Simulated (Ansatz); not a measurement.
doublet BO: levels of theory in one basis

| atom | x (Å) | y (Å) | z (Å) |
| --- | --- | --- | --- |
| B | 0.0000 | 0.0000 | 0.0000 |
| O | 0.0000 | 0.0000 | 1.3255 |

Basis set: def2-SVP (spherical functions). Correlated methods keep 2 orbitals frozen. Correlation on ROHF uses semicanonical orbitals with singles. Charge 0, multiplicity 2.

Computed with Ansatz (development build ahead of 0.2.0); each method stands on the lowest determinant of its kind that the runs found.

```tsv
method	E − E(ROHF) (eV)	<S²> of the determinant
ROHF	0.00	0.75
UHF	-0.14	0.89
UHF-MP2	-6.94	0.89
ROHF-CCSD(T)	-7.41	–
UHF-CCSD(T)	-7.39	0.89
```

(1) What does ROHF-MP2 give on the same scale?

(2) Is a single determinant a sound starting point here?

Answers

(1) -7.06 eV.

(2) Only with care. Unrestricted orbitals gain 0.14 eV and <S²> is 0.89 against 0.75 for a pure state, a contamination that matters most for the unrestricted series.

Caution for UHF, UHF-MP2, UHF-CCSD(T): the unrestricted determinant is spin contaminated.
